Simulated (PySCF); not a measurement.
Gas-phase reaction: 3 CH2OH + 2 Si2H5 ⇌ 3 H3SiOCH3 + SiH

Computed with PySCF (xtb for GFN2) and rigid-rotor harmonic-oscillator thermochemistry at 1 bar. † marks an energy on the PBE0/def2-TZVP geometry and frequencies; other levels use their own. Open shells (unrestricted): CH2OH (multiplicity 2), Si2H5 (multiplicity 2), SiH (multiplicity 2); the rest are closed-shell singlets. GFN2 has no spin-polarisation term. Spin-orbit splitting is ignored; it lowers the true energy and changes the entropy of SiH. Si2H5: computed as isolated molecules; such fragments, hydroxides, amides, oligomers or adducts are transient or little studied in the gas.

GFN2-xTB gives ΔH°(298 K) = -1136 kJ.

What do HF/def2-TZVP†, PBE0/def2-QZVP†, ωB97X-V/def2-TZVP† give?

HF/def2-TZVP†: -660 kJ; PBE0/def2-QZVP†: -686 kJ; ωB97X-V/def2-TZVP†: -770 kJ. For scale, ΔH°(298 K) is -1136 kJ at this level, -792 kJ at ωB97M-V/def2-TZVP†, and runs from -1136 to -660 kJ over the 20 levels computed († marks an energy on the PBE0/def2-TZVP geometry).
